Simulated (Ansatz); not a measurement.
# Abstraction of Cl: CClF3 + C2HF2 → CF3 + C2HClF2

Species: CClF3 `FC(F)(F)Cl`, singlet; C2HF2 `[CH]=C(F)F`, doublet; CF3 (trifluoromethyl radical) `F[C](F)F`, doublet; C2HClF2 `FC(F)=CCl`, singlet. A radical takes Cl: the energy is the difference in strength between two C–Cl bonds in different surroundings.

Shapes, held fixed at every level: PBE0-D4/def2-TZVP. Programs: Ansatz 0.2.0. The zero-point and thermal change to 298 K, harmonic and unscaled (PBE0-D4/def2-TZVP), is +5.1 kJ/mol.

| level | kind | ΔH(298 K) (kJ/mol) | CPU time (sum over the molecules) |
| --- | --- | --- | --- |
| HF/def2-SVP | Hartree–Fock | -19.7 | – |
| r2SCAN-D4/def2-TZVPP | meta-GGA | -32.5 | 32 s |
| BHLYP-D4/def2-TZVPP | global hybrid | -38.5 | 20 s |
| PBE0-D4/def2-TZVPP | global hybrid | -41.2 | 19 s |
| wB97M-V/def2-TZVPP | range-separated hybrid | -30.4 | 59 s |
| wB97X-V/def2-TZVPP | range-separated hybrid | -38.2 | 45 s |
| B2PLYP/def2-TZVPP | double hybrid | -41.1 | 33 s |

B2PLYP/def2-TZVPP gives ΔH(298 K) = -41.1 kJ/mol; the levels span -41.2 to -19.7. The median of the levels is -38.2. No measured value is set beside it here. Spin contamination: C2HF2 (⟨S²⟩ up to 0.90). Open shells run unrestricted unless RO is named. Times are processor times on shared x86 and Arm servers, and rough.
